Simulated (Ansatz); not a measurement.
# LiHS: a ladder of functionals and wavefunction methods

One table from this session's results is given with a row withheld; the runs are named, their logs left out.

Method: functionals in def2-TZVPP, the program's frozen cores in correlated methods; program: Ansatz 0.2.0, Gaussian basis.

The runs, in order: LDA (SPW92), PBE-D4, revPBE-D4, BLYP-D4, r2SCAN-D4, B97M-V, PBE0-D4, B3LYP-D4, r2SCANh-D4, r2SCAN0-D4, HSE06-D4, BHLYP-D4, CAM-B3LYP-D4, LC-ωPBE, ωB97X-V, ωB97M-V, B2PLYP, PBE-QIDH; CCSD(T)/def2-SVP; CCSD(T)/def2-TZVPP; CCSD(T)/def2-QZVPP; extrapolation to the limit; RPA on PBE.

### Structure used throughout

All runs share one geometry, relaxed beforehand with PBE0-D4 in a triple-zeta def2 set.

SMILES `[Li][SH]`, 3 atoms, charge 0, spin multiplicity 1.

Atoms are counted from 1 here; the program's logs count them from 0.

Bond lengths: Li1–S2 2.139 Å, S2–H3 1.344 Å. Angles: Li1–S2–H3 95.8°.

As a file:

```xyz
3
HLiS
Li    1.02791   -1.07261    0.43833
S    -0.69865   -0.12168   -0.39305
H    -0.34017    1.12949   -0.05858
```

Set-up of the first run:

The input, in.yaml:

```yaml
crystal:
  periodic: [false, false, false]
  atoms:
    - {symbol: Li, position_ang: [1.027913, -1.072609, 0.438332]}
    - {symbol: S, position_ang: [-0.698646, -0.121679, -0.393049]}
    - {symbol: H, position_ang: [-0.340167, 1.129488, -0.058583]}
basis:
  gaussian: {orbitals: def2-TZVPP}
hamiltonian: {xc: lda}
output: {orbitals: {seedname: orbitals}}
```

Launch:

```
$ ansatz run in.yaml --threads 2 --pin off --events-out ev --progress --plain --max-ram 32768MiB --backend cpu
```

Steps of the session up to this table: LDA; PBE-D4 (GGA); revPBE-D4 (GGA); BLYP-D4 (GGA); r2SCAN-D4 (meta-GGA); B97M-V (meta-GGA); B3LYP-D4 (hybrid); r2SCANh-D4 (hybrid); r2SCAN0-D4 (hybrid); HSE06-D4 (hybrid); BHLYP-D4 (hybrid); CAM-B3LYP-D4 (range-separated); LC-ωPBE (range-separated); ωB97X-V (range-separated); ωB97M-V (range-separated); B2PLYP (double hybrid); PBE-QIDH (double hybrid).

One table of the session follows, with a row left open; its other results are not shown here.

It belongs to the step «Orbital energies across the functionals». 

| functional | HOMO (eV) | LUMO (eV) | gap (eV) |
| --- | --- | --- | --- |
| LDA (SPW92) | -4.63 | -1.75 | 2.89 |
| PBE-D4 | -4.51 | -1.83 | 2.68 |
| revPBE-D4 | ? | ? | ? |
| BLYP-D4 | -4.36 | -1.90 | 2.46 |
| r2SCAN-D4 | -4.71 | -1.04 | 3.67 |
| B97M-V | -4.72 | -1.69 | 3.03 |
| PBE0-D4 | -5.63 | -1.32 | 4.31 |
| B3LYP-D4 | -5.41 | -1.61 | 3.80 |
| r2SCANh-D4 | -5.14 | -0.96 | 4.18 |
| r2SCAN0-D4 | -5.78 | -0.84 | 4.94 |
| HSE06-D4 | -5.23 | -1.61 | 3.62 |
| BHLYP-D4 | -6.63 | -1.07 | 5.55 |
| CAM-B3LYP-D4 | -6.93 | -0.92 | 6.01 |
| LC-ωPBE | -8.30 | -0.17 | 8.13 |
| ωB97X-V | -7.94 | -0.14 | 7.79 |
| ωB97M-V | -7.80 | -0.76 | 7.04 |

**Question.** Estimate the row for revPBE-D4.

As computed: HOMO (eV): -4.46; LUMO (eV): -1.91; gap (eV): 2.55. In the column «HOMO (eV)» it lies between PBE-D4 (-4.51) and BLYP-D4 (-4.36).
